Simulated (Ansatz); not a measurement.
Basis-set extrapolation for C₂H₄N₂O, SMILES `N=CC(N)=O` (PBE0-D4/def2-TZVP geometry, frozen core, the Gaussian-basis code of Ansatz). Multiplicity 1, RHF reference.

```
                      def2-TZVPP   def2-QZVPP
                 HF  -261.935677  -261.947488
    MP2 correlation    -0.949243    -1.017528
CCSD(T) correlation    -1.009909      not run
```

Energies in hartree. Use E(X) = E(∞) + A·exp(−7.88·√X) for Hartree–Fock and E(X) = E(∞) + B·X^(−2.97) for correlation, with X = 3 and 4, and add CCSD(T) minus MP2 of the smaller set to the MP2 limit.

Question: What is the CCSD(T) energy at the basis-set limit?

Answer: HF limit: -261.947488 + (-0.011811) × 0.13774 = -261.94911. MP2 limit: -1.017528 + (-0.068285) × 0.74074 = -1.06811. Higher-order term: -1.009909 − (-0.949243) = -0.06067. Total: -263.07789 hartree, 347.4 kJ/mol below CCSD(T)/def2-TZVPP.
